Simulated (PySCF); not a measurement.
Gas-phase reaction: 4 PH2 + 2 O2 → P4 + 4 H2O

Computed with PySCF (xtb for GFN2) and rigid-rotor harmonic-oscillator thermochemistry at 1 bar. † marks an energy on the PBE0/def2-TZVP geometry and frequencies; other levels use their own. Open shells (unrestricted): PH2 (multiplicity 2), O2 (multiplicity 3); the rest are closed-shell singlets. GFN2 has no spin-polarisation term. PH2: computed as isolated molecules; such fragments, hydroxides, amides, oligomers or adducts are transient or little studied in the gas.

```tsv
level	ΔH°(298 K), kJ
GFN2-xTB	-1709
M06-2X/def2-TZVP†	?
PBE/def2-TZVP†	?
PBE0/def2-TZVP	-1300
ωB97M-V/def2-TZVP†	-1335
```

Some entries are withheld; supply them.


- M06-2X/def2-TZVP†, ΔH°(298 K), kJ: -1390
- PBE/def2-TZVP†, ΔH°(298 K), kJ: -1297
